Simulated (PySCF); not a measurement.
# Core-level binding energies of `C#C/C=C/CF`

C5H5F.
SMILES with atom numbers: `[CH:1]#[C:2]/[CH:3]=[CH:4]/[CH2:5][F:6]`

Computed, not measured: delta-SCF UKS SCAN, pcX-2 on the ionised atom, pcseg-1 elsewhere, spin-free X2C in PySCF 2.14.0. Each binding energy is the total energy of the core-ionised species, with the hole localised on one atom, minus that of the ground state; both are solved self-consistently, so orbital relaxation is included.

Q: List the computed XPS lines with their assignment.

A: 
```tsv
atom(s)	bonded to	level	binding energy (eV)	above the level's lowest (eV)	count
F6	C	F 1s	692.68	0.00	1
C5	F, C and 2 H	C 1s	293.43	+3.42	1
C3	C (double bond), C and H	C 1s	291.18	+1.17	1
C2	C (triple bond) and C	C 1s	290.70	+0.69	1
C4	C (double bond), C and H	C 1s	290.67	+0.66	1
C1	C (triple bond) and H	C 1s	290.01	0.00	1
```

The listed C 1s values span 3.42 eV, from C1 (bonded to C (triple bond) and H) to C5 (bonded to F, C and 2 H). The widest gap between neighbouring values is 2.25 eV, between 291.18 and 293.43 eV. The values 290.67 and 290.70 eV lie too close for their order to be trusted.

Q: Which effective nuclear charge Zeff reproduces each element's mean 1s value in the hydrogen-like formula E = 13.606 eV × Zeff²?

A: C (Z = 6): mean 291.2 eV, Zeff = 4.63, Z − Zeff = 1.37; F (Z = 9): mean 692.7 eV, Zeff = 7.14, Z − Zeff = 1.86. Means run over the listed sites, weighted by atom count.

Q: Which photon wavelength matches the C 1s of C3 threshold?

A: λ = hc/E = 12398.42 eV Å / 291.18 eV = 42.580 Å.

The unrestricted hole states depart most from a pure doublet (⟨S²⟩ = 0.75; over 0.85 named) for C 1s of C2 (0.89), which makes this value less certain. One conformer (not necessarily the lowest) at the GFN2-xTB geometry, without solvent, vibrations or thermal averaging.

Conformer computed: `[CH:1]#[C:2]/[CH:3]=[CH:4]/[CH2:5][F:6]`: C3–C4–C5–F6 0°.
